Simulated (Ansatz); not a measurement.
This geometry of C$_{2}$H$_{2}$NO (6 atoms, charge 0, multiplicity 2) is a first-order saddle point.

These are results of UKS PBE0-D4/def2-SVP in Ansatz 0.2.0, not measurements.

```xyz
6
Properties=species:S:1:pos:R:3
N -0.870 0.829 -0.730
C 0.164 0.312 0.098
C 0.654 -0.913 0.058
O 1.095 -1.992 0.048
H -1.756 0.738 -0.204
H 0.712 1.026 0.730
```

(1) Which two structures does it join? (They come from a converged band through this point; their orientation in space is the band's.)

(2) How far does it lie above each of them?

Results:

(1) No bond is made or broken. The dihedral H5–N1–C2–C3 goes from 0 to -180°.

Initial state:

```xyz
6
Properties=species:S:1:pos:R:3
N -0.918 1.026 -0.256
C 0.247 0.463 0.073
C 0.499 -0.873 0.137
O 0.680 -2.019 0.182
H -1.616 0.303 -0.459
H 1.107 1.101 0.323
```

Final state:

```xyz
6
Properties=species:S:1:pos:R:3
N -1.197 0.441 -0.340
C 0.067 0.222 0.021
C 0.580 -1.033 0.159
O 1.066 -2.076 0.292
H -1.341 1.453 -0.375
H 0.825 0.993 0.243
```

(2) 1.05 eV above the first and 1.05 eV above the second. This is the barrier of this one path; another mechanism may lie lower.

The run took 88 s on 1 thread of Intel(R) Xeon(R) Platinum 8488C (Sapphire Rapids), on a shared host, peak memory 0.17 GiB.
